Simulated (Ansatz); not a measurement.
Born–Oppenheimer molecular dynamics of CH3F + CO2 (8 atoms, charge 0, multiplicity 1). It starts from a relaxed structure.

All numbers below come from RKS B3LYP/6-31G* in Ansatz.

```json
{
  "ensemble": "NVT, Langevin thermostat",
  "time step": "1 fs",
  "steps asked": "150",
  "set temperature": "100 K",
  "friction": "0.02 /fs",
  "temperature schedule": "37 steps to 100 K, then 113 steps to 200 K",
  "seed": "788265"
}
```

First frame:

```xyz
8
Properties=species:S:1:pos:R:3
O -1.065 -0.431 -1.750
C -0.032 -0.098 -2.190
O 0.981 0.228 -2.670
C -0.018 0.048 1.369
F 0.867 0.316 0.329
H 0.421 -0.712 2.026
H -0.959 -0.319 0.951
H -0.195 0.968 1.936
```

(1) How far do the bonds stretch over the last three quarters of this one trajectory? (Pairs bonded in most of those frames.)

## Answers

(1) 
```json
{"bond": "O1–C2", "mean (Å)": "1.169", "spread (Å)": "0.010", "shortest": "1.15", "longest": "1.19"}
{"bond": "C2–O3", "mean (Å)": "1.169", "spread (Å)": "0.011", "shortest": "1.15", "longest": "1.19"}
{"bond": "C4–F5", "mean (Å)": "1.391", "spread (Å)": "0.011", "shortest": "1.37", "longest": "1.41"}
{"bond": "C4–H6", "mean (Å)": "1.096", "spread (Å)": "0.016", "shortest": "1.07", "longest": "1.12"}
{"bond": "C4–H7", "mean (Å)": "1.095", "spread (Å)": "0.011", "shortest": "1.07", "longest": "1.12"}
{"bond": "C4–H8", "mean (Å)": "1.097", "spread (Å)": "0.022", "shortest": "1.05", "longest": "1.15"}
```

Mean temperature of the second half: 123 K. The schedule's set-point averaged 167 K over the second half and the system 123 K, so it lags behind the ramp. A run of 0.15 ps of so small a system gives no equilibrium averages.

Run time: 10 min on 1 thread of AMD EPYC 7R43 64-Core Processor (Zen 3) (shared host), peak memory 0.16 GiB.
